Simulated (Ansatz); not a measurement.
Ideal-gas functions of BH₄N₂, SMILES `N[B]N` radical at 800 K and 1 bar, from an Ansatz frequency run at PBE0-D4/def2-TZVP.

Molar mass 42.86 g/mol, point group C2v (symmetry number 2), electronic degeneracy 2, moments of inertia 5.925, 56.929, 62.854 u Å². Harmonic wavenumbers (cm⁻¹, unscaled): 314, 354, 370, 383, 569, 843, 932, 1161, 1451, 1616, 1619, 3568, 3569, 3720, 3720.

Use S(trans) = R[1.5 ln M + 2.5 ln T − 1.1517]; rotational temperatures θ = 24.2544 K / I; S(rot) = R[ln(√π/σ · √(T³/θAθBθC)) + 1.5]; for each mode x = 1.438777 ν̃/T, S = R[x/(eˣ − 1) − ln(1 − e⁻ˣ)] and H = RT x/(eˣ − 1); 1 cm⁻¹ = 0.0119627 kJ/mol; R = 8.31446 J/(mol·K).

Problem. By hand: the entropy, in J/(mol·K).

Solution. Translation 176.2. Rotation: θ = 4.0936, 0.426, 0.3859 K, giving 96.5. Vibration, mode by mode: 13.18, 12.21, 11.85, 11.58, 8.48, 5.61, 4.93, 3.56, 2.36, 1.87, 1.86, 0.10, 0.10, 0.08, 0.08, in all 77.8. Electronic 5.8. Sum 356.3 J/(mol·K).

Problem. By hand: H − E and G − E in kJ/mol, counted from the electronic energy.

Solution. Zero-point energy ½ × 24189 × 0.0119627 = 144.7; thermal vibration 34.1; translation, rotation and pV give 4 RT = 26.6. H − E = 205.4 kJ/mol, and G − E = 205.4 − 800 × 356.3/1000 = -79.6 kJ/mol.

Vibration gives 22 % of the entropy. The sum counts one conformer and one mirror image; others add a mixing term.
